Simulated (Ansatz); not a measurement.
Geometry optimisation, RKS PBE0-D4/def2-SVP in Ansatz 0.2.0.

input.yaml

```yaml
crystal:
  periodic: [false, false, false]
  atoms:
    - { symbol: Al, position_ang: [0.0, 0.0, 0.0] }
    - { symbol: C, position_ang: [1.4047, 0.0, 1.654] }
    - { symbol: H, position_ang: [0.4051, -0.3092, 2.0245] }
    - { symbol: H, position_ang: [2.1723, -0.7111, 2.0245] }
    - { symbol: H, position_ang: [1.6368, 1.0203, 2.0245] }
    - { symbol: H, position_ang: [1.7519, 0.0, 0.1685] }
    - { symbol: O, position_ang: [-1.5415, 0.0, -0.89] }
    - { symbol: H, position_ang: [-2.0512, -0.8467, -0.6815] }
basis:
  gaussian: { orbitals: def2-SVP }
hamiltonian:
  xc: pbe0
  dispersion: d4
relax:
  f_tol: 0.15
  max_steps: 25
  restrain:
    - { distance: [1, 5], at: 1.11, k: 30.0 }
    - { distance: [0, 1], at: 3.17, k: 30.0 }
    - { distance: [0, 5], at: 2.76, k: 30.0 }
```

Command:

```bash
$ ansatz run input.yaml --threads 1 --pin off --max-ram 2048MiB --backend cpu --events-out ev --progress --plain --runs-dir out
```

Where does it end, and by what steps?

It converged. The restraints hold the end off the free minimum. After 14 steps the energy has fallen by 4.390 eV (the restraints' own energy left out); Al1 moved furthest, 1.26 Å. Parted: Al1–C2 (2.17 → 3.18 Å). Joined: C2–H6 (1.53 → 1.10 Å).

| step | energy less start (eV) | largest force component (eV/Å) | accepted |
| --- | --- | --- | --- |
| 0 | 0.0000 | 3.740 | yes |
| 1 | -0.8019 | 4.632 | yes |
| 2 | -0.8804 | 9.575 | yes |
| 3 | -2.0774 | 7.875 | yes |
| 4 | -3.4829 | 2.421 | yes |
| 5 | -3.7852 | 1.061 | yes |
| 6 | -3.9820 | 0.953 | yes |
| 7 | -4.1063 | 0.780 | yes |
| 8 | -4.1708 | 0.628 | yes |
| 9 | -4.2467 | 1.004 | yes |
| 10 | -4.3100 | 0.719 | yes |
| 11 | -4.3547 | 0.325 | yes |
| 12 | -4.3774 | 0.329 | yes |
| 13 | -4.3827 | 0.249 | yes |
| 14 | -4.3904 | 0.211 | yes |

```xyz
8
Properties=species:S:1:pos:R:3
Al -0.178 0.790 -0.969
C 1.468 -0.080 1.603
H 0.440 -0.463 1.644
H 2.095 -0.629 2.320
H 1.480 0.991 1.852
H 1.873 -0.215 0.585
O -1.376 -0.300 -0.490
H -2.024 -0.942 -0.220
```

Time of the run: 36 s on 1 thread of Arm Neoverse V1 (shared host), peak memory 0.14 GiB.
